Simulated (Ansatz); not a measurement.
Results of PBEsol (Ansatz, a quantum-chemistry and plane-wave program, plane waves, PAW) for fluorite CeO2.

Settings: plane-wave cutoff 520 eV, 8×8×8 k mesh, no spin polarisation, scalar-relativistic PAW data made under PBE.

The cell has the measured lattice: a = b = c = 5.410 Å, α = β = γ = 90.00°.

Problem. What does this level give for the elastic constant C44, Voigt–Reuss–Hill bulk modulus, Young modulus, elastic constant C11, Voigt–Reuss–Hill shear modulus (Hill average) and elastic constant C12?

Solution. 
elastic constant C44: 57.0 GPa
Voigt–Reuss–Hill bulk modulus: 187 GPa
Young modulus: 206 GPa
elastic constant C11: 352 GPa
Voigt–Reuss–Hill shear modulus (Hill average): 78.2 GPa
elastic constant C12: 104 GPa

Measured, for comparison: elastic constant C44 60 GPa, elastic constant C11 403 GPa, elastic constant C12 105 GPa (temperature not stated, not corrected to a static lattice; as tabulated in Atomistic and experimental study on thermal conductivity of bulk and porous …). Computed (rounded) less measured: elastic constant C44 -5 %, elastic constant C11 -13 %, elastic constant C12 -1.0 %.

Note: the cell isn't this level's own, so it is under some stress, which shifts stiffness and frequencies.

Elastic constants are with the ions relaxed.

Spin–orbit coupling is not included.

It cost around 80 core-seconds (rough) of CPU time.
